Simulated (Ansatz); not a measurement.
Reaction: SiH4 (silane, SMILES [SiH4]) → SiH4 (parent SMILES [SiH4], triplet)
Each species at its own B3LYP-D3(BJ)/def2-TZVP minimum (Ansatz, a first-principles code).

Total energies in hartree (Ansatz). UHF or UKS for unpaired electrons; spin-orbit terms are left out. Cores are frozen in correlated methods. No relativity. The UHF reference of H4Si (parent SMILES [SiH4], triplet) is spin-contaminated (<S^2> up to 0.04 over the pure value in the sets run). The spin of H4Si (parent SMILES [SiH4], triplet) was assumed, and the state is the lowest solution found for it.

```csv
species,HF/cc-pV(T+d)Z,CCSD(T)/cc-pV(T+d)Z,HF/cc-pV(Q+d)Z,CCSD(T)/cc-pV(Q+d)Z,CCSDT(Q)/cc-pV(T+d)Z
"1: SiH4 (silane, SMILES [SiH4])",-291.26356,-291.44012,-291.26757,-291.45224,-291.44094
"2: SiH4 (parent SMILES [SiH4], triplet)",-291.09151,-291.26796,-291.09532,-291.27991,-291.26948
```

Problem. Work out the adiabatic triplet-singlet gap (electronic) in kcal/mol: take Hartree-Fock from cc-pV(Q+d)Z, extrapolate the CCSD(T) correlation energy as X^-3 (X = 3, 4), and add CCSDT(Q) - CCSD(T) in cc-pV(T+d)Z. 1 hartree = 627.51 kcal/mol.

Solution. 
Species 1: correlation (64·(-0.18467) - 27·(-0.17656))/37 = -0.19059; step -0.00082; E1 = -291.26757 + (-0.19059) + (-0.00082) = -291.45898
Species 2: correlation (64·(-0.18459) - 27·(-0.17645))/37 = -0.19053; step -0.00152; E2 = -291.09532 + (-0.19053) + (-0.00152) = -291.28737
-1·E1 +1·E2 = 0.17161 hartree = 107.7 kcal/mol.
